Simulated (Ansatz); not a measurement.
# FOSi: the cost of one run

Method: def2-QZVPP, core rule «outside noble gas», up to 7 orbitals frozen; program: Ansatz 0.2.0, Gaussian basis.

The runs, in order: UHF; ROHF; CCSD(T) on UHF.

### Step 1. The system

The geometry is a PBE0/def2-TZVP stationary point (not a proven minimum) of the parent state, kept for this charge and spin.

3 atoms, charge 0, spin multiplicity 2.

Atoms are counted from 1 here; the program's logs count them from 0.

Bond lengths: F1–Si3 1.602 Å, O2–Si3 1.725 Å. Angles: F1–Si3–O2 115.7°.

### Step 2. UHF

Input file in.yaml:

```yaml
crystal:
  periodic: [false, false, false]
  atoms:
    - {symbol: F, position_ang: [0.000000, 0.390347, 1.310206]}
    - {symbol: O, position_ang: [0.000000, 0.397529, -1.506653]}
    - {symbol: Si, position_ang: [0.000000, -0.490510, -0.027996]}
basis:
  gaussian: {orbitals: "def2-QZVPP.json"}
magnetization: {spin_polarized: true, initial_magnetization: 1}
hamiltonian: {xc: hf}
output: {orbitals: {seedname: orbitals}}
```

Command:

```console
$ ansatz run in.yaml --threads 1 --pin off --events-out ev --progress --plain --max-ram 2393MiB
```

Q: Estimate wall time and peak memory on 1 thread of Arm Neoverse N1, shared host.

About 77 s, with a peak of 0.42 GiB.
